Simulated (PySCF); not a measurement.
# PH2OH: NMR shifts, electronic excitations and K edges in gas and solvents

Aim: compute the NMR shifts, electronic excitations and K edges of PH2OH (`OP`), and see what a dielectric continuum does where one was used.

The runs use PySCF 2.14.0, with density-fitted response routines of our own; the level of theory stands in each step. All values are computed, except where a source is named. Atoms count from 0, in the outputs and in this text.

### Step 1. The starting structure

5 atoms, charge 0, multiplicity 1; geometry from: GFN2-xTB.

Bonds of the start (Å): O0–P1 1.65, O0–H2 0.96, P1–H3 1.40, P1–H4 1.40.

### Step 2. Optimising the geometry at PBE0-D3(BJ)/def2-SVP

What the job is given:

```
{"job": {"xc": "PBE0", "basis": "def2-SVP", "d3": "d3bj", "grid": 1, "kind": "geom"}, "charge": 0, "multiplicity": 1}
O      0.927865    -0.158689     0.311635
P     -0.449376     0.214753    -0.507647
H      1.726526     0.003001    -0.192967
H     -1.059918     0.906749     0.548978
H     -1.136475    -0.962961    -0.177183
```

The log of the run:

```text
step   0  E = -417.98840263  max force = 0.015810
step   1  E = -417.99059996  max force = 0.003586
step   2  E = -417.99066634  max force = 0.001199
step   3  E = -417.99067099  max force = 0.000392
optimisation converged
```

It took 2.1 s on 1 thread, shared host.

Relaxation path:

```csv
step,energy from step 0 (eV),largest force component (eV/Å)
0,0.0000,0.8130
1,-0.0598,0.1844
2,-0.0616,0.0617
3,-0.0617,0.0202
```

Distances of close pairs at the start and the end, largest changes first:

| bond | before (Å) | after (Å) | change (Å) |
| --- | --- | --- | --- |
| P1–H3 | 1.403 | 1.432 | +0.029 |
| P1–H4 | 1.403 | 1.432 | +0.029 |
| O0–P1 | 1.645 | 1.671 | +0.025 |
| O0–H2 | 0.958 | 0.963 | +0.004 |

The next job starts from the end point, and lists it.

```csv
at the end point,value
point group (found at 0.08 Å tolerance),Cs
"rotational constants (GHz, main isotopes)","110.2, 14.399, 14.269"
dipole moment (D),0.76
```

### Step 3. NMR shieldings: PBE0/pcSseg-1 in benzene

What the job is given:

```
{"job": {"kind": "nmr", "xc": "PBE0", "basis": "pcSseg-1", "solvent": "benzene", "pop": true}, "charge": 0, "multiplicity": 1}
O      0.958107    -0.189947     0.349882
P     -0.461679     0.180086    -0.449597
H      1.693018     0.009994    -0.238937
H     -1.124244     0.907573     0.591104
H     -1.203585    -1.008679    -0.153809
```

With the program's defaults for keys left out, this is: GIAO PBE0/pcSseg-1 NMR shielding, non-relativistic, IEF-PCM benzene.

The log of the run:

```text
coarse grid: 4576 points
cycle   1  E = -418.0501534978  dE =  7.733e-02  |g| = 6.171e-01  |ddm| = 1.881e+00
cycle   2  E = -417.9441710927  dE =  1.060e-01  |g| = 9.687e-01  |ddm| = 9.790e-01
cycle   3  E = -418.1159645190  dE = -1.718e-01  |g| = 4.570e-02  |ddm| = 6.632e-01
cycle   4  E = -418.1164230702  dE = -4.586e-04  |g| = 7.555e-03  |ddm| = 4.479e-02
cycle   5  E = -418.1164365600  dE = -1.349e-05  |g| = 1.910e-03  |ddm| = 1.045e-02
cycle   6  E = -418.1164371506  dE = -5.907e-07  |g| = 2.984e-04  |ddm| = 2.323e-03
final grid: 39256 points
cycle   7  E = -418.1382372801  dE = -8.484e-06  |g| = 4.910e-03  |ddm| = 1.111e-02
cycle   8  E = -418.1382322619  dE =  5.018e-06  |g| = 7.297e-03  |ddm| = 7.241e-03
cycle   9  E = -418.1382412807  dE = -9.019e-06  |g| = 3.659e-04  |ddm| = 4.232e-03
cycle  10  E = -418.1382413108  dE = -3.006e-08  |g| = 5.883e-05  |ddm| = 4.905e-04
cycle  11  E = -418.1382413114  dE = -6.574e-10  |g| = 9.739e-06  |ddm| = 7.253e-05
converged SCF energy = -418.1382413114

GIAO shielding tensors (ppm)
atom      isotropic    diamagn.    paramagn.     s11        s22        s33       span
  0 O      366.201     389.762     -23.561    311.212    390.886    396.504     85.291
  1 P      291.466     963.290    -671.824     79.208    227.011    568.179    488.971
  2 H       31.081      31.060       0.021     22.455     26.678     44.109     21.654
  3 H       24.725      28.142      -3.416     20.641     23.382     30.152      9.511
  4 H       24.726      28.131      -3.405     20.645     23.381     30.151      9.506
```

Wall time 1.8 s (1 thread, shared host).

Shifts follow as δ = σ(reference) − σ, with reference shieldings (ppm) from runs at the same level and on the same kind of geometry: ¹H TMS 31.25, ¹⁷O H2O 338.8, ³¹P PH3 584.8. The references are single molecules in the same continuum, so shifts against H2O, NH3, PH3, H3PO4 or CFCl3 are not on the usual liquid scales and can be off by tens of ppm. Atoms listed in one row are averaged.

```
 atoms                           environment  σ (ppm)  δ (ppm)
H3, H4  hydrogen on a phosphorus bonded to O    24.73     6.53
    H2     hydrogen on an oxygen bonded to P    31.08     0.17
    O0                 oxygen bonded to P, H    366.2    -27.4
    P1           phosphorus bonded to O, 2 H    291.5    293.4
```

The run also stored atomic charges by several schemes (e):

| atoms | Mulliken | IAO | Hirshfeld | ESP fit |
| --- | --- | --- | --- | --- |
| O0 | -0.56 | -0.74 | -0.28 | -0.54 |
| P1 | 0.26 | 0.42 | 0.14 | -0.20 |

Mayer bond orders: O0–P1 0.95.

### Step 4. NMR shieldings: PBE0/pcSseg-1 in chloroform

What the job is given:

```
{"job": {"kind": "nmr", "xc": "PBE0", "basis": "pcSseg-1", "solvent": "chloroform", "pop": false}, "charge": 0, "multiplicity": 1}
O      0.958107    -0.189947     0.349882
P     -0.461679     0.180086    -0.449597
H      1.693018     0.009994    -0.238937
H     -1.124244     0.907573     0.591104
H     -1.203585    -1.008679    -0.153809
```

Method: GIAO PBE0/pcSseg-1 NMR shielding, non-relativistic, IEF-PCM chloroform.

The log of the run:

```text
coarse grid: 4576 points
cycle   1  E = -418.0533465003  dE =  7.422e-02  |g| = 6.132e-01  |ddm| = 1.881e+00
cycle   2  E = -417.9545649913  dE =  9.878e-02  |g| = 9.488e-01  |ddm| = 9.461e-01
cycle   3  E = -418.1180397388  dE = -1.635e-01  |g| = 4.257e-02  |ddm| = 6.332e-01
cycle   4  E = -418.1184258219  dE = -3.861e-04  |g| = 6.553e-03  |ddm| = 4.012e-02
cycle   5  E = -418.1184356758  dE = -9.854e-06  |g| = 1.816e-03  |ddm| = 9.415e-03
final grid: 39256 points
cycle   6  E = -418.1402250871  dE = -9.137e-06  |g| = 5.697e-03  |ddm| = 1.390e-02
cycle   7  E = -418.1402199821  dE =  5.105e-06  |g| = 7.942e-03  |ddm| = 8.897e-03
cycle   8  E = -418.1402305504  dE = -1.057e-05  |g| = 7.051e-04  |ddm| = 4.779e-03
cycle   9  E = -418.1402306518  dE = -1.014e-07  |g| = 3.998e-05  |ddm| = 7.735e-04
cycle  10  E = -418.1402306522  dE = -3.678e-10  |g| = 1.072e-05  |ddm| = 5.374e-05
converged SCF energy = -418.1402306522

GIAO shielding tensors (ppm)
atom      isotropic    diamagn.    paramagn.     s11        s22        s33       span
  0 O      368.331     390.164     -21.833    313.567    394.081    397.346     83.779
  1 P      292.238     963.317    -671.078     80.327    227.820    568.568    488.241
  2 H       30.817      30.932      -0.116     22.095     26.315     44.040     21.945
  3 H       24.710      28.116      -3.406     20.627     23.358     30.147      9.520
  4 H       24.711      28.106      -3.395     20.631     23.357     30.146      9.515
```

It took 1 s on 1 thread, shared host.

In short: δ O0 -27.4, P1 293.6, H3 6.54, H2 0.43 ppm (means over like atoms).

### Step 5. Ultraviolet spectrum: CAM-B3LYP/def2-SVPD

What the job is given:

```
{"job": {"kind": "uv", "xc": "CAM-B3LYP", "basis": "def2-SVPD", "dynamic": true, "nstates": 6, "ntriplets": 0}, "charge": 0, "multiplicity": 1}
O      0.958107    -0.189947     0.349882
P     -0.461679     0.180086    -0.449597
H      1.693018     0.009994    -0.238937
H     -1.124244     0.907573     0.591104
H     -1.203585    -1.008679    -0.153809
```

With the program's defaults for keys left out, this is: TDDFT CAM-B3LYP/def2-SVPD, vertical, gas phase, core orbitals frozen in the response.

The log of the run:

```text
coarse grid: 4576 points
cycle   1  E = -418.0789217760  dE =  2.957e-02  |g| = 5.820e-01  |ddm| = 2.106e+00
cycle   2  E = -418.0161603105  dE =  6.276e-02  |g| = 8.303e-01  |ddm| = 9.234e-01
cycle   3  E = -418.1448118341  dE = -1.287e-01  |g| = 3.817e-02  |ddm| = 5.141e-01
cycle   4  E = -418.1451376998  dE = -3.259e-04  |g| = 6.108e-03  |ddm| = 4.358e-02
cycle   5  E = -418.1451516595  dE = -1.396e-05  |g| = 1.457e-03  |ddm| = 1.280e-02
cycle   6  E = -418.1451526372  dE = -9.776e-07  |g| = 4.009e-04  |ddm| = 3.823e-03
final grid: 39256 points
cycle   7  E = -418.1997386196  dE = -6.310e-06  |g| = 7.216e-04  |ddm| = 1.082e-02
cycle   8  E = -418.1997386729  dE = -5.325e-08  |g| = 7.159e-04  |ddm| = 1.135e-03
cycle   9  E = -418.1997387641  dE = -9.123e-08  |g| = 1.625e-04  |ddm| = 5.206e-04
cycle  10  E = -418.1997387702  dE = -6.030e-09  |g| = 2.361e-05  |ddm| = 1.679e-04
cycle  11  E = -418.1997387704  dE = -2.148e-10  |g| = 4.104e-06  |ddm| = 3.684e-05
converged SCF energy = -418.1997387704

Static polarisability (au): isotropic 32.730, principal 30.625 31.565 35.999

Singlet excitations
state   eV       nm        f      main configurations
  1   5.6393    219.9   0.04569   H->L 0.95
  2   6.9368    178.7   0.00232   H-1->L 0.97
  3   7.0914    174.8   0.09980   H->L+1 0.97
  4   7.3946    167.7   0.10953   H->L+2 0.95
  5   7.8132    158.7   0.00598   H->L+3 0.89
  6   8.7590    141.6   0.01142   H-1->L+1 0.77, H-1->L+3 0.15
```

It took 2.1 s on 1 thread, shared host.

The orbitals next to the gap, with their largest atomic shares:

```
orbital      eV                      atoms
 HOMO−3  -13.29   O0 65 %, P1 21 %, H2 5 %
 HOMO−2  -13.21  O0 38 %, P1 34 %, H3 13 %
 HOMO−1  -10.39  O0 53 %, P1 20 %, H4 12 %
   HOMO   -8.75   P1 61 %, O0 20 %, H3 9 %
   LUMO    0.53  P1 35 %, O0 33 %, H2 14 %
 LUMO+1    1.80  P1 51 %, H3 20 %, H4 20 %
 LUMO+2    2.06  P1 63 %, H4 14 %, H3 14 %
```

With each of the 6 states as a Gaussian band of 0.4 eV half-width at 1/e, the curve within the window shown has maxima at 220 nm (ε 1,800), 171 nm (ε 7,400), 142 nm (ε 460) L/(mol cm). Beyond the last state computed it falls off for lack of states. The curve at chosen wavelengths:

nm, ε (L/mol/cm) and a bar:
```
      137        263 
      141        458 #
      146        319 
      150        207 
      154        483 #
      159       1965 #######
      163       4226 #################
      168       6886 ############################
      172       7380 ##############################
      176       6203 #########################
      181       3661 ##############
      185       1903 #######
      189        822 ###
      194        271 
      198        223 
      202        398 #
      207        847 ###
      211       1289 #####
      215       1662 ######
      220       1850 #######
      224       1736 ######
      229       1360 #####
      233        995 ###
      237        664 ##
      242        357 #
      246        200
```

Further results of this job:

```csv
property,computed
dipole moment (D),0.74
polarisability (Å³),4.85
HOMO–LUMO gap (eV),9.28
−ε(HOMO) (eV),8.75
C6 with itself (au),394
```

### Step 6. TDDFT and polarisability: CAM-B3LYP/def2-SVPD in benzene

What the job is given:

```
{"job": {"kind": "uv", "xc": "CAM-B3LYP", "basis": "def2-SVPD", "solvent": "benzene", "nstates": 6, "ntriplets": 0}, "charge": 0, "multiplicity": 1}
O      0.958107    -0.189947     0.349882
P     -0.461679     0.180086    -0.449597
H      1.693018     0.009994    -0.238937
H     -1.124244     0.907573     0.591104
H     -1.203585    -1.008679    -0.153809
```

With the program's defaults for keys left out, this is: TDDFT CAM-B3LYP/def2-SVPD, vertical, IEF-PCM benzene (non-equilibrium linear response), core orbitals frozen in the response.

The log of the run:

```text
coarse grid: 4576 points
cycle   1  E = -418.0843615527  dE =  2.433e-02  |g| = 5.741e-01  |ddm| = 2.106e+00
cycle   2  E = -418.0294303999  dE =  5.493e-02  |g| = 8.007e-01  |ddm| = 9.036e-01
cycle   3  E = -418.1480647171  dE = -1.186e-01  |g| = 3.556e-02  |ddm| = 4.976e-01
cycle   4  E = -418.1483469557  dE = -2.822e-04  |g| = 5.694e-03  |ddm| = 4.262e-02
cycle   5  E = -418.1483600318  dE = -1.308e-05  |g| = 1.405e-03  |ddm| = 1.407e-02
cycle   6  E = -418.1483609386  dE = -9.068e-07  |g| = 3.875e-04  |ddm| = 4.230e-03
final grid: 39256 points
cycle   7  E = -418.2029328863  dE = -6.339e-06  |g| = 7.164e-04  |ddm| = 1.086e-02
cycle   8  E = -418.2029329383  dE = -5.201e-08  |g| = 7.011e-04  |ddm| = 1.090e-03
cycle   9  E = -418.2029330242  dE = -8.598e-08  |g| = 1.560e-04  |ddm| = 5.041e-04
cycle  10  E = -418.2029330300  dE = -5.804e-09  |g| = 1.306e-05  |ddm| = 1.588e-04
cycle  11  E = -418.2029330301  dE = -9.140e-11  |g| = 3.043e-06  |ddm| = 2.808e-05
converged SCF energy = -418.2029330301

Static polarisability (au): isotropic 37.507, principal 35.115 36.442 40.964

Singlet excitations
state   eV       nm        f      main configurations
  1   5.6269    220.3   0.06397   H->L 0.95
  2   6.9725    177.8   0.00234   H-1->L 0.97
  3   7.0575    175.7   0.14197   H->L+1 0.98
  4   7.2813    170.3   0.16402   H->L+2 0.97
  5   7.9845    155.3   0.00454   H->L+3 0.88
  6   8.7428    141.8   0.04422   H-1->L+1 0.90
```

Wall time 1.8 s (1 thread, shared host).

This run: HOMO -8.69 eV, LUMO 0.68 eV; lowest singlet 5.63 eV.

### Step 7. Excited states and response: CAM-B3LYP/def2-SVPD in chloroform

What the job is given:

```
{"job": {"kind": "uv", "xc": "CAM-B3LYP", "basis": "def2-SVPD", "solvent": "chloroform", "nstates": 6, "ntriplets": 0}, "charge": 0, "multiplicity": 1}
O      0.958107    -0.189947     0.349882
P     -0.461679     0.180086    -0.449597
H      1.693018     0.009994    -0.238937
H     -1.124244     0.907573     0.591104
H     -1.203585    -1.008679    -0.153809
```

Method: TDDFT CAM-B3LYP/def2-SVPD, vertical, IEF-PCM chloroform (non-equilibrium linear response), core orbitals frozen in the response.

The log of the run:

```text
coarse grid: 4576 points
cycle   1  E = -418.0874036071  dE =  2.138e-02  |g| = 5.701e-01  |ddm| = 2.106e+00
cycle   2  E = -418.0360087420  dE =  5.139e-02  |g| = 7.866e-01  |ddm| = 8.949e-01
cycle   3  E = -418.1500041189  dE = -1.140e-01  |g| = 3.438e-02  |ddm| = 4.901e-01
cycle   4  E = -418.1502714274  dE = -2.673e-04  |g| = 5.606e-03  |ddm| = 4.266e-02
cycle   5  E = -418.1502847991  dE = -1.337e-05  |g| = 1.420e-03  |ddm| = 1.523e-02
cycle   6  E = -418.1502857543  dE = -9.552e-07  |g| = 3.902e-04  |ddm| = 4.656e-03
final grid: 39256 points
cycle   7  E = -418.2048494116  dE = -6.363e-06  |g| = 7.232e-04  |ddm| = 1.091e-02
cycle   8  E = -418.2048494661  dE = -5.457e-08  |g| = 7.027e-04  |ddm| = 1.114e-03
cycle   9  E = -418.2048495523  dE = -8.612e-08  |g| = 1.557e-04  |ddm| = 5.064e-04
cycle  10  E = -418.2048495581  dE = -5.859e-09  |g| = 1.195e-05  |ddm| = 1.617e-04
cycle  11  E = -418.2048495582  dE = -8.828e-11  |g| = 2.737e-06  |ddm| = 2.991e-05
converged SCF energy = -418.2048495582

Static polarisability (au): isotropic 40.797, principal 38.241 39.903 44.247

Singlet excitations
state   eV       nm        f      main configurations
  1   5.6723    218.6   0.06374   H->L 0.95
  2   7.0043    177.0   0.00225   H-1->L 0.96
  3   7.0913    174.8   0.14312   H->L+1 0.98
  4   7.3183    169.4   0.16034   H->L+2 0.96
  5   8.0947    153.2   0.00274   H->L+3 0.87
  6   8.7610    141.5   0.04894   H-1->L+1 0.91
```

Run time: 1.8 s. Hardware: 1 thread, shared host.

This run: HOMO -8.67 eV, LUMO 0.74 eV; lowest singlet 5.67 eV.

### Step 8. K-edge absorption: BHandHLYP/def2-SVPD+aug-pcX-1+pcseg-1

What the job is given:

```
{"job": {"kind": "xas", "xc": "BHandHLYP", "basis": {"default": "aug-pcX-1", "H": "pcseg-1", "P": "def2-SVPD"}}, "charge": 0, "multiplicity": 1}
O      0.958107    -0.189947     0.349882
P     -0.461679     0.180086    -0.449597
H      1.693018     0.009994    -0.238937
H     -1.124244     0.907573     0.591104
H     -1.203585    -1.008679    -0.153809
```

Method: core-valence-separated TDA BHandHLYP/aug-pcX-1 H:pcseg-1 P:def2-SVPD, K edges, non-relativistic, gas phase.

The log of the run:

```text
coarse grid: 4576 points
cycle   1  E = -418.1297055630  dE =  1.431e-02  |g| = 5.538e-01  |ddm| = 1.863e+00
cycle   2  E = -418.0971004279  dE =  3.261e-02  |g| = 7.117e-01  |ddm| = 8.023e-01
cycle   3  E = -418.1854640647  dE = -8.836e-02  |g| = 3.545e-02  |ddm| = 4.601e-01
cycle   4  E = -418.1857306611  dE = -2.666e-04  |g| = 5.939e-03  |ddm| = 3.351e-02
cycle   5  E = -418.1857412697  dE = -1.061e-05  |g| = 1.117e-03  |ddm| = 8.620e-03
cycle   6  E = -418.1857418327  dE = -5.630e-07  |g| = 3.218e-04  |ddm| = 2.635e-03
final grid: 39256 points
cycle   7  E = -418.2174019489  dE = -1.762e-05  |g| = 1.060e-03  |ddm| = 5.582e-03
cycle   8  E = -418.2174020262  dE = -7.730e-08  |g| = 2.742e-04  |ddm| = 9.453e-04
cycle   9  E = -418.2174020312  dE = -4.997e-09  |g| = 2.628e-04  |ddm| = 3.837e-04
cycle  10  E = -418.2174020428  dE = -1.160e-08  |g| = 3.281e-05  |ddm| = 1.709e-04
cycle  11  E = -418.2174020431  dE = -2.711e-10  |g| = 7.668e-06  |ddm| = 4.513e-05
converged SCF energy = -418.2174020431

O K edge
   eV          f      from atoms
  531.769   0.01921   O0
  533.106   0.04188   O0
  534.236   0.01362   O0
  535.131   0.00185   O0
  535.777   0.01024   O0
  536.085   0.00453   O0
  536.838   0.00009   O0
  537.936   0.00382   O0
```

Run time: 0.9 s. Hardware: 1 thread, shared host.

### Step 9. Comparing the runs: NMR shifts

Shifts (ppm), means over like atoms, with basis size and wall time:

```
                        run    H3    H2     O0     P1  functions   time
   PBE0/pcSseg-1 in benzene  6.53  0.17  -27.4  293.4         56  1.8 s
PBE0/pcSseg-1 in chloroform  6.54  0.43  -27.4  293.6         56    1 s
```

The continuum's effect on the ground state:

| solvent | ε | polarisation energy (Eh) | μ (D) |
| --- | --- | --- | --- |
| benzene | 2.27 | -0.0035 | 0.77 |
| chloroform | 4.71 | -0.0057 | 0.80 |

### Step 10. Run by run: electronic excitations

Excitations and ground-state properties, with basis size and wall time:

| run | lowest singlet (eV) | brightest (eV) | f | gap (eV) | α (Å³) | μ (D) | functions | time |
| --- | --- | --- | --- | --- | --- | --- | --- | --- |
| CAM-B3LYP/def2-SVPD | 5.64 | 7.39 | 0.110 | 9.28 | 4.85 | 0.74 | 71 | 2.1 s |
| CAM-B3LYP/def2-SVPD in benzene | 5.63 | 7.28 | 0.164 | 9.37 | 5.56 | 0.79 | 71 | 1.8 s |
| CAM-B3LYP/def2-SVPD in chloroform | 5.67 | 7.32 | 0.160 | 9.42 | 6.05 | 0.83 | 71 | 1.8 s |

The continuum's effect on the ground state:

```
   solvent     ε  polarisation energy (Eh)  μ (D)
   benzene  2.27                   -0.0034   0.79
chloroform  4.71                   -0.0055   0.83
```

### Step 11. Outcome

| quantity | value |
| --- | --- |
| point group | Cs |
| rotational constants (main isotopes) | 110.17, 14.40, 14.27 GHz |
| ¹H shifts against TMS (PBE0/pcSseg-1, benzene, means over atoms taken as alike) | 6.53, 0.17 ppm |
| ¹⁷O shifts against H2O (PBE0/pcSseg-1, benzene) | -27.4 ppm |
| ³¹P shifts against PH3 (PBE0/pcSseg-1, benzene) | 293.4 ppm |
| lowest singlet (CAM-B3LYP/def2-SVPD) | 5.64 eV (220 nm), f = 0.046 |
| brightest single state of those computed | state 4, 7.39 eV, f = 0.110 |
| O K edge | first line 531.77 eV, strongest 533.11 eV (f = 0.042) |
| range of the shift of P1 | 293.4 to 293.6 ppm |
| range of the lowest singlet | 5.63 to 5.67 eV |

What this shows: The optimisation took 3 steps and gained 0.062 eV; among the close pairs (by a distance rule), P1–H3 changed most, from 1.403 to 1.432 Å. At PBE0/pcSseg-1: Shielding is most anisotropic at P1 (span 489 ppm, paramagnetic term -672 ppm). The first singlet state (HOMO→LUMO 0.95) lies at 5.64 eV and is weak; of the 6 states computed, the strongest absorption comes from state 4 at 7.39 eV. At the O edge the strongest single line lifts a 1s electron of O0 into several orbitals, led by LUMO+3 (weight 0.47), 1.3 eV above the first line. Absolute edge energies from this method are off by several eV; spacings are better. In ppm, P1 moves most: its shift spreads over 0.3 ppm, from 293.4 (PBE0/pcSseg-1 in benzene) to 293.6 (PBE0/pcSseg-1 in chloroform). The continuum holds electrostatics alone: no hydrogen bonds to the solvent, and the gas-phase geometry is kept. The lowest singlet runs from 5.63 eV (CAM-B3LYP/def2-SVPD in benzene) to 5.67 eV (CAM-B3LYP/def2-SVPD in chloroform), while the orbital gap spans 9.28 to 9.42 eV. The lowest state need not be the same one in every run.
